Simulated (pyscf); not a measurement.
Insertion: F–Ga [singlet] + HF → F–GaH–F

Gas phase, singlet surface, charge 0. Bonds broken: F3–H4. Bonds formed: Ga1–F3, Ga1–H4. Single points on ωB97X-D3(BJ)/def2-SVP structures (PySCF, gas phase). Correlated levels are frozen-core, on RHF or UHF. ΔMP2 is the change of the MP2 total energy from the triple- to the quadruple-zeta basis.

Transition state (Å):

```xyz
4

Ga     0.3336     0.5328    -0.8282
F      1.9538     1.0811    -1.1528
F     -0.0669     0.2470     1.0560
H     -0.9544     0.0503     0.0074
```

One imaginary mode, 1368i cm⁻¹; descent along it reached the two sides named.

| bond | change | reactant side (Å) | saddle | product side |
|---|---|---|---|---|
| F3–H4 | breaks | 0.927 | 1.388 | 2.9 |
| Ga1–F3 | forms | 2.597 | 1.947 | 1.744 |
| Ga1–H4 | forms | 3.0 | 1.609 | 1.538 |

Electronic energies relative to the separated reactants (kJ/mol):

```
level                             barrier  reaction energy  reverse barrier
--------------------------------  -------  ---------------  ---------------
ωB97X-D3(BJ)/def2-TZVP              151.3            -84.7            236.0
PBE/def2-TZVP                       119.2            -59.6            178.8
r²SCAN/def2-TZVP                    118.9            -88.4            207.3
B3LYP-D3(BJ)/def2-TZVP              152.5            -56.1            208.6
PBE0-D3(BJ)/def2-TZVP               143.2            -71.2            214.4
M06-2X/def2-TZVP                    156.2            -82.2            238.5
ωB97M-D3(BJ)/def2-TZVP              160.9            -62.2            223.1
HF/def2-TZVP                        231.0            -79.0            310.0
MP2/def2-QZVPP                      156.8            -77.2            233.9
CCSD/def2-TZVPP                     175.7            -76.0            251.7
CCSD(T)/def2-TZVPP                  160.1            -77.1            237.2
CCSD(T)/def2-TZVPP + ΔMP2(QZVPP)    165.2            -66.7            231.9
```

With CCSD(T)/def2-TZVPP + ΔMP2(QZVPP) energies and thermal terms (ideal gas, 1 atm, RRHO with modes under 100 cm⁻¹ raised to 100, one conformer, R ln 2 for rigid chiral ones), in kJ/mol:

```
T (K)    ΔH‡    ΔG‡     ΔH     ΔG
-----  -----  -----  -----  -----
298    154.2  188.8  -71.1  -34.1
600    153.2  224.4  -70.7   +3.5
900    153.6  259.9  -68.5  +40.1
1200   154.6  295.2  -65.5  +75.9
```

This is the saddle that the search found; another between the same sides may lie lower. The CCSD(T) − MP2 part came from Ansatz, without density fitting, on the same reference. The frozen core leaves the outer d or s,p core shells of the metals and heavy elements correlated in the MP2 and CC values, and def2-TZVPP describes them poorly, which can shift differences by a few kcal/mol. Elements up to Kr have no core potential and no relativistic terms here.
